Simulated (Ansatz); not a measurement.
# C2H6O2: the cost of one run

All numbers below are computed with Ansatz 0.2.0 (RKS r2SCAN-D4/def2-SVP).

### Step 1. The system as given

Bond lengths: C1–O2 1.397 Å, O2–C3 1.400 Å, C3–O4 1.394 Å, C1–H5 1.123 Å, C1–H6 1.167 Å, C1–H7 1.084 Å, C3–H8 1.167 Å, C3–H9 1.029 Å, O4–H10 1.045 Å. Angles: C1–O2–C3 109.2°, O2–C1–H5 111.6°, O2–C1–H6 106.9°, O2–C1–H7 114.8°, H5–C1–H6 104.0°, H5–C1–H7 111.9°, H6–C1–H7 106.7°, O2–C3–O4 110.0°, O2–C3–H8 109.4°, O2–C3–H9 112.8°, O4–C3–H8 103.8°, O4–C3–H9 111.0°, H8–C3–H9 109.4°, C3–O4–H10 101.2°.

As a file:

```xyz
10

C    -0.0266    1.2669   -0.5141
O    -0.4192    0.3445    0.4587
C     0.2148   -0.8796    0.2155
O     0.0144   -1.7427    1.2920
H    -0.3609    0.9541   -1.5395
H    -0.6216    2.2495   -0.3104
H     1.0243    1.5299   -0.4937
H     1.3709   -0.7212    0.1972
H    -0.0854   -1.3154   -0.6675
H    -1.0277   -1.7372    1.3648
```

### Step 2. Relaxing end A

input.yaml reads:

```yaml
crystal:
  periodic: [false, false, false]
  atoms:
    - { symbol: C, position_ang: [-0.0266, 1.2669, -0.5141] }
    - { symbol: O, position_ang: [-0.4192, 0.3445, 0.4587] }
    - { symbol: C, position_ang: [0.2148, -0.8796, 0.2155] }
    - { symbol: O, position_ang: [0.0144, -1.7427, 1.292] }
    - { symbol: H, position_ang: [-0.3609, 0.9541, -1.5395] }
    - { symbol: H, position_ang: [-0.6216, 2.2495, -0.3104] }
    - { symbol: H, position_ang: [1.0243, 1.5299, -0.4937] }
    - { symbol: H, position_ang: [1.3709, -0.7212, 0.1972] }
    - { symbol: H, position_ang: [-0.0854, -1.3154, -0.6675] }
    - { symbol: H, position_ang: [-1.0277, -1.7372, 1.3648] }
basis:
  gaussian: { orbitals: def2-SVP }
hamiltonian:
  xc: r2scan
  dispersion: d4
relax:
  f_tol: 0.015
  max_steps: 40
```

Started as:

```bash
$ ansatz run input.yaml --threads 2 --pin off --max-ram 3072MiB --backend cpu --events-out ev --progress --plain --runs-dir out
```

**Question.** How long does this run take on 2 threads of Intel Xeon Platinum 8488C (Sapphire Rapids), shared host, and how much memory does it need?

About 9.6 s, with a peak of 0.15 GiB.
